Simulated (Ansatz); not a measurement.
CH₂Li₂, singlet: a trajectory.

Input (in.yaml):

```yaml
crystal:
  periodic: [false, false, false]
  atoms:
    - {symbol: Li, position_ang: [-0.756300, -1.020780, 1.221380]}
    - {symbol: C, position_ang: [-0.104670, 0.162970, -0.105720]}
    - {symbol: Li, position_ang: [1.689580, -0.414790, -0.270630]}
    - {symbol: H, position_ang: [-0.174480, 1.212180, 0.204240]}
    - {symbol: H, position_ang: [-0.654130, 0.060420, -1.049270]}
basis:
  gaussian: {orbitals: def2-SVP}
hamiltonian: {xc: pbe, dispersion: d4}
md: {n_steps: 80, timestep: 0.25, temperature: 700, ensemble: nve, seed: 523, initial_velocities: maxwell_boltzmann}
```

Command:

```bash
ansatz run in.yaml --threads 2 --pin off --events-out ev --progress --plain --max-ram 3481MiB
```

What Ansatz 0.2.0 printed:

```
Functional definition: PBE
  name "PBE"
  cite "Perdew, Burke & Ernzerhof, Phys. Rev. Lett. 77, 3865 (1996) doi:10.1103/PhysRevLett.77.3865"
  parent pbe
  parameter kappa = 0.804
  parameter beta = 0.06672455060314922
  exchange = pbe_x(kappa = kappa, mu = beta*pi^2/3)
  correlation = pbe_c(beta = beta)
546 factors; their error is unknown
mean field evaluation 1: about -1454.4964 eV, gradient 7.9e1 eV
mean field evaluation 2: about -1368.4729 eV, gradient 1.1e2 eV
mean field evaluation 4: about -1472.6754 eV, gradient 6.2e0 eV
mean field evaluation 8: about -1472.8121 eV, gradient 1.6e-1 eV
mean field evaluation 16: about -1472.7753 eV, gradient 2.7e-4 eV
mean field -1472.77532238 eV, -54.1234948145 hartree, gradient 1.1e-5 eV, S^2 0.000000; 2 other end points of the search recorded, 0 dependent functions left out
the calculation of the forces begins
reference -1472.77538077 eV, -54.1234969602 hartree; 7, 7 occupied and 35, 35 virtual orbitals, 546 factors
md step     0: t =     0.00 fs  T =   700.0 K  F+E_penalty+E_count = -1472.82774244 eV  E_kin = 0.271446 eV  conserved = -1472.55629644 eV  (56 SCF iters)
md step     1: t =     0.25 fs  T =   706.6 K  F+E_penalty+E_count = -1472.83031513 eV  E_kin = 0.274001 eV  conserved = -1472.55631373 eV  (27 SCF iters, 3 dispersion substeps)
md step     2: t =     0.50 fs  T =   712.9 K  F+E_penalty+E_count = -1472.83279439 eV  E_kin = 0.276461 eV  conserved = -1472.55633363 eV  (28 SCF iters, 3 dispersion substeps)
md step     3: t =     0.75 fs  T =   718.3 K  F+E_penalty+E_count = -1472.83488128 eV  E_kin = 0.278527 eV  conserved = -1472.55635410 eV  (28 SCF iters, 3 dispersion substeps)
md step     4: t =     1.00 fs  T =   721.8 K  F+E_penalty+E_count = -1472.83627075 eV  E_kin = 0.279898 eV  conserved = -1472.55637311 eV  (28 SCF iters, 3 dispersion substeps)
md step     5: t =     1.25 fs  T =   722.8 K  F+E_penalty+E_count = -1472.83668258 eV  E_kin = 0.280294 eV  conserved = -1472.55638885 eV  (28 SCF iters, 3 dispersion substeps)
md step     6: t =     1.50 fs  T =   720.7 K  F+E_penalty+E_count = -1472.83588890 eV  E_kin = 0.279489 eV  conserved = -1472.55639995 eV  (28 SCF iters, 3 dispersion substeps)
md step     7: t =     1.75 fs  T =   715.2 K  F+E_penalty+E_count = -1472.83373530 eV  E_kin = 0.277330 eV  conserved = -1472.55640553 eV  (28 SCF iters, 3 dispersion substeps)
md step     8: t =     2.00 fs  T =   705.9 K  F+E_penalty+E_count = -1472.83015423 eV  E_kin = 0.273749 eV  conserved = -1472.55640525 eV  (28 SCF iters, 3 dispersion substeps)
md step     9: t =     2.25 fs  T =   693.1 K  F+E_penalty+E_count = -1472.82516998 eV  E_kin = 0.268771 eV  conserved = -1472.55639928 eV  (28 SCF iters, 3 dispersion substeps)
md step    10: t =     2.50 fs  T =   676.9 K  F+E_penalty+E_count = -1472.81889587 eV  E_kin = 0.262508 eV  conserved = -1472.55638824 eV  (28 SCF iters, 3 dispersion substeps)
md step    11: t =     2.75 fs  T =   658.0 K  F+E_penalty+E_count = -1472.81152478 eV  E_kin = 0.255152 eV  conserved = -1472.55637302 eV  (28 SCF iters, 3 dispersion substeps)
md step    12: t =     3.00 fs  T =   636.9 K  F+E_penalty+E_count = -1472.80331471 eV  E_kin = 0.246960 eV  conserved = -1472.55635477 eV  (29 SCF iters, 3 dispersion substeps)
md step    13: t =     3.25 fs  T =   614.4 K  F+E_penalty+E_count = -1472.79457110 eV  E_kin = 0.238236 eV  conserved = -1472.55633467 eV  (29 SCF iters, 3 dispersion substeps)
md step    14: t =     3.50 fs  T =   591.3 K  F+E_penalty+E_count = -1472.78562762 eV  E_kin = 0.229314 eV  conserved = -1472.55631394 eV  (28 SCF iters, 3 dispersion substeps)
md step    15: t =     3.75 fs  T =   568.7 K  F+E_penalty+E_count = -1472.77682686 eV  E_kin = 0.220533 eV  conserved = -1472.55629372 eV  (28 SCF iters, 3 dispersion substeps)
md step    16: t =     4.00 fs  T =   547.3 K  F+E_penalty+E_count = -1472.76850207 eV  E_kin = 0.212227 eV  conserved = -1472.55627504 eV  (28 SCF iters, 3 dispersion substeps)
md step    17: t =     4.25 fs  T =   527.9 K  F+E_penalty+E_count = -1472.76096071 eV  E_kin = 0.204702 eV  conserved = -1472.55625876 eV  (28 SCF iters, 3 dispersion substeps)
[...]
md step    44: t =    11.00 fs  T =   602.8 K  F+E_penalty+E_count = -1472.79000945 eV  E_kin = 0.233740 eV  conserved = -1472.55626954 eV  (29 SCF iters, 3 dispersion substeps)
md step    45: t =    11.25 fs  T =   607.8 K  F+E_penalty+E_count = -1472.79197039 eV  E_kin = 0.235690 eV  conserved = -1472.55628032 eV  (28 SCF iters, 3 dispersion substeps)
md step    46: t =    11.50 fs  T =   614.1 K  F+E_penalty+E_count = -1472.79443062 eV  E_kin = 0.238133 eV  conserved = -1472.55629729 eV  (29 SCF iters, 3 dispersion substeps)
md step    47: t =    11.75 fs  T =   621.0 K  F+E_penalty+E_count = -1472.79713454 eV  E_kin = 0.240816 eV  conserved = -1472.55631892 eV  (28 SCF iters, 3 dispersion substeps)
md step    48: t =    12.00 fs  T =   627.7 K  F+E_penalty+E_count = -1472.79975640 eV  E_kin = 0.243413 eV  conserved = -1472.55634316 eV  (28 SCF iters, 3 dispersion substeps)
md step    49: t =    12.25 fs  T =   633.3 K  F+E_penalty+E_count = -1472.80193094 eV  E_kin = 0.245563 eV  conserved = -1472.55636782 eV  (28 SCF iters, 3 dispersion substeps)
md step    50: t =    12.50 fs  T =   636.7 K  F+E_penalty+E_count = -1472.80328725 eV  E_kin = 0.246897 eV  conserved = -1472.55639069 eV  (28 SCF iters, 3 dispersion substeps)
md step    51: t =    12.75 fs  T =   637.1 K  F+E_penalty+E_count = -1472.80348218 eV  E_kin = 0.247072 eV  conserved = -1472.55640991 eV  (28 SCF iters, 3 dispersion substeps)
md step    52: t =    13.00 fs  T =   633.9 K  F+E_penalty+E_count = -1472.80222923 eV  E_kin = 0.245805 eV  conserved = -1472.55642403 eV  (28 SCF iters, 3 dispersion substeps)
md step    53: t =    13.25 fs  T =   626.4 K  F+E_penalty+E_count = -1472.79932069 eV  E_kin = 0.242889 eV  conserved = -1472.55643216 eV  (28 SCF iters, 3 dispersion substeps)
md step    54: t =    13.50 fs  T =   614.3 K  F+E_penalty+E_count = -1472.79464142 eV  E_kin = 0.238207 eV  conserved = -1472.55643401 eV  (28 SCF iters, 3 dispersion substeps)
md step    55: t =    13.75 fs  T =   597.6 K  F+E_penalty+E_count = -1472.78817392 eV  E_kin = 0.231744 eV  conserved = -1472.55642977 eV  (28 SCF iters, 3 dispersion substeps)
md step    56: t =    14.00 fs  T =   576.6 K  F+E_penalty+E_count = -1472.77999541 eV  E_kin = 0.223575 eV  conserved = -1472.55642003 eV  (28 SCF iters, 3 dispersion substeps)
md step    57: t =    14.25 fs  T =   551.5 K  F+E_penalty+E_count = -1472.77026859 eV  E_kin = 0.213863 eV  conserved = -1472.55640576 eV  (28 SCF iters, 3 dispersion substeps)
md step    58: t =    14.50 fs  T =   523.1 K  F+E_penalty+E_count = -1472.75922733 eV  E_kin = 0.202839 eV  conserved = -1472.55638801 eV  (28 SCF iters, 3 dispersion substeps)
md step    59: t =    14.75 fs  T =   492.0 K  F+E_penalty+E_count = -1472.74715967 eV  E_kin = 0.190792 eV  conserved = -1472.55636799 eV  (28 SCF iters, 3 dispersion substeps)
md step    60: t =    15.00 fs  T =   459.1 K  F+E_penalty+E_count = -1472.73438926 eV  E_kin = 0.178042 eV  conserved = -1472.55634686 eV  (28 SCF iters, 3 dispersion substeps)
md step    61: t =    15.25 fs  T =   425.3 K  F+E_penalty+E_count = -1472.72125701 eV  E_kin = 0.164931 eV  conserved = -1472.55632573 eV  (28 SCF iters, 3 dispersion substeps)
md step    62: t =    15.50 fs  T =   391.5 K  F+E_penalty+E_count = -1472.70810378 eV  E_kin = 0.151798 eV  conserved = -1472.55630554 eV  (28 SCF iters, 3 dispersion substeps)
md step    63: t =    15.75 fs  T =   358.4 K  F+E_penalty+E_count = -1472.69525497 eV  E_kin = 0.138968 eV  conserved = -1472.55628714 eV  (28 SCF iters, 3 dispersion substeps)
md step    64: t =    16.00 fs  T =   326.8 K  F+E_penalty+E_count = -1472.68300725 eV  E_kin = 0.126736 eV  conserved = -1472.55627119 eV  (29 SCF iters, 3 dispersion substeps)
md step    65: t =    16.25 fs  T =   297.5 K  F+E_penalty+E_count = -1472.67161784 eV  E_kin = 0.115360 eV  conserved = -1472.55625819 eV  (23 SCF iters, 3 dispersion substeps)
md step    66: t =    16.50 fs  T =   270.9 K  F+E_penalty+E_count = -1472.66129618 eV  E_kin = 0.105048 eV  conserved = -1472.55624852 eV  (23 SCF iters, 3 dispersion substeps)
md step    67: t =    16.75 fs  T =   247.4 K  F+E_penalty+E_count = -1472.65219813 eV  E_kin = 0.095956 eV  conserved = -1472.55624239 eV  (23 SCF iters, 3 dispersion substeps)
md step    68: t =    17.00 fs  T =   227.4 K  F+E_penalty+E_count = -1472.64442234 eV  E_kin = 0.088182 eV  conserved = -1472.55623989 eV  (23 SCF iters, 3 dispersion substeps)
md step    69: t =    17.25 fs  T =   210.9 K  F+E_penalty+E_count = -1472.63800896 eV  E_kin = 0.081768 eV  conserved = -1472.55624097 eV  (23 SCF iters, 3 dispersion substeps)
md step    70: t =    17.50 fs  T =   197.8 K  F+E_penalty+E_count = -1472.63294044 eV  E_kin = 0.076695 eV  conserved = -1472.55624547 eV  (22 SCF iters, 3 dispersion substeps)
md step    71: t =    17.75 fs  T =   188.0 K  F+E_penalty+E_count = -1472.62914438 eV  E_kin = 0.072891 eV  conserved = -1472.55625310 eV  (23 SCF iters, 3 dispersion substeps)
md step    72: t =    18.00 fs  T =   181.1 K  F+E_penalty+E_count = -1472.62649843 eV  E_kin = 0.070235 eV  conserved = -1472.55626346 eV  (44 SCF iters, 3 dispersion substeps)
md step    73: t =    18.25 fs  T =   176.8 K  F+E_penalty+E_count = -1472.62483725 eV  E_kin = 0.068561 eV  conserved = -1472.55627600 eV  (23 SCF iters, 3 dispersion substeps)
md step    74: t =    18.50 fs  T =   174.5 K  F+E_penalty+E_count = -1472.62396139 eV  E_kin = 0.067671 eV  conserved = -1472.55629006 eV  (29 SCF iters, 3 dispersion substeps)
md step    75: t =    18.75 fs  T =   173.7 K  F+E_penalty+E_count = -1472.62364824 eV  E_kin = 0.067343 eV  conserved = -1472.55630487 eV  (29 SCF iters, 3 dispersion substeps)
md step    76: t =    19.00 fs  T =   173.7 K  F+E_penalty+E_count = -1472.62366455 eV  E_kin = 0.067345 eV  conserved = -1472.55631957 eV  (30 SCF iters, 3 dispersion substeps)
md step    77: t =    19.25 fs  T =   173.9 K  F+E_penalty+E_count = -1472.62378062 eV  E_kin = 0.067447 eV  conserved = -1472.55633321 eV  (29 SCF iters, 3 dispersion substeps)
md step    78: t =    19.50 fs  T =   173.9 K  F+E_penalty+E_count = -1472.62378538 eV  E_kin = 0.067441 eV  conserved = -1472.55634483 eV  (29 SCF iters, 3 dispersion substeps)
md step    79: t =    19.75 fs  T =   173.2 K  F+E_penalty+E_count = -1472.62350182 eV  E_kin = 0.067148 eV  conserved = -1472.55635348 eV  (29 SCF iters, 3 dispersion substeps)
md step    80: t =    20.00 fs  T =   171.3 K  F+E_penalty+E_count = -1472.62280177 eV  E_kin = 0.066443 eV  conserved = -1472.55635832 eV  (45 SCF iters, 3 dispersion substeps)
Total energy: -1472.62286675 eV, -54.1178921735 hartree
Atom 0 at    -0.736547    -1.034453     1.283783 Å, force    -0.001076     0.220934    -0.294969 eV/Å
Atom 1 at    -0.230356     0.166235    -0.100925 Å, force     0.908436     0.342787    -0.509747 eV/Å
Atom 2 at     1.756838    -0.453126    -0.313469 Å, force    -0.215415     0.111394     0.162890 eV/Å
Atom 3 at    -0.064437     1.257259     0.140035 Å, force    -0.173325     0.024878     0.737084 eV/Å
Atom 4 at     0.134390     0.334518    -1.176902 Å, force    -0.518621    -0.699992    -0.095258 eV/Å
Dipole moment:     0.310105    -0.729003     0.438611 e Å

[the SCF lines of later steps are left out]
```

Hardware: 2 CPU threads of an Arm Neoverse V1, shared host. Wall time about 40 s.
